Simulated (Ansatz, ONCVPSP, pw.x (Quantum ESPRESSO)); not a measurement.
## tungsten: one change to the ONCV potential, in the atom and in the bcc crystal

| Item | Value |
| --- | --- |
| Element | tungsten (W) |
| Generator | ONCVPSP 4.0.1.1 (patched build) |
| Type | optimised norm-conserving Vanderbilt (ONCV) |
| Functional | PBE |
| Relativity | scalar-relativistic |
| Frozen core | [Kr] 4d10 4f14 |
| Valence charge | 14 |
| Reference configuration | 5s2 5p6 5d4 6s2 |
| Partial waves | 5s+6s: rc 1.90 bohr, ncon 4, nbas 8, qcut 7.7 1/bohr, 3 projectors, debl 0.3 Ha; 5p: rc 1.85 bohr, ncon 4, nbas 8, qcut 8 1/bohr, 2 projectors, debl 0.6 Ha; 5d: rc 2.85 bohr, ncon 4, nbas 9, qcut 6.6 1/bohr, 1 projector |
| Local potential | polynomial inside 1.50 bohr (lpopt 5, dvloc0 0 Ha) |
| Core correction | none |

In the p channel the program set the typed energies aside and used -1.588, 0.250 Ha.

Change: d: nproj 2.

Cutoffs, loose and tight: the cutoffs (Ha) at which the residual kinetic energy of the hardest occupied pseudo-wave falls to 1 and 0.1 mHa per electron. They do not see the model core or the augmentation charge, which bear on the density cutoff. Test errors are all-electron minus pseudo excitation energies from the reference, over the configurations 5s2 5p6 5d4 6s1; 5s2 5p6 5d4 6s0; 5s2 5p6 5d3 6s0; 5s2 5p6 5d4 6s0 6p1; variants that change the core or the reference have their own tests.

Crystal test: bcc W in pw.x 7.5, no spin, 14³ k-points, Fermi–Dirac smearing 0.01 Ry, cutoffs set for each file from its atomic test. The reference is all-electron LAPW (Ansatz 0.2.0) with the same functional, mesh and smearing; V0 and B0 come from Birch–Murnaghan fits to the pressures at five volumes. Errors are pseudo minus all-electron; Δ is the rms difference of the E(V) curves that follow from these fits, minima aligned, over ±6 % about the mean V0. Mesh and smearing are coarse, so the numbers serve the comparison and aren't converged zero-temperature values; the lattice is a test structure that the element need not adopt.

All-electron: a0 = 3.184 Å (V0 = 16.15 Å³/atom), B0 = 300.6 GPa.

Problem. Does the change bring the crystal closer to the all-electron result?

Solution. The mean pressure error goes from -2.65 to -3.28 GPa, so the change moves the solid further from the all-electron pressures.

| quantity | base | changed |
| --- | --- | --- |
| outcome (atom) | generated, projector energies reset by the program | generated, projector energies reset by the program |
| cutoff, loose (atom) | 18 Ha | 18 Ha |
| cutoff, tight (atom) | 23 Ha | 23 Ha |
| bound ghosts (atom) | none | none |
| largest test error (meV) (atom) | -6.7 | -2.2 |
| cutoffs in pw.x (Ry) | 55/220 | 55/220 |
| a0 (Å) | 3.175 | 3.173 |
| a0 error (%) | -0.29 | -0.37 |
| B0 error (%) | -0.1 | -0.0 |
| Δ (meV/atom) | 9.4 | 11.7 |
| mean pressure error (GPa) | -2.65 | -3.28 |

Base: The largest radius (2.85 bohr) exceeds half the bond length (2.60 bohr), so the spheres overlap, which is one possible source of error among others. Changed file: The largest radius (2.85 bohr) exceeds half the bond length (2.60 bohr), so the spheres overlap, which is one possible source of error among others.
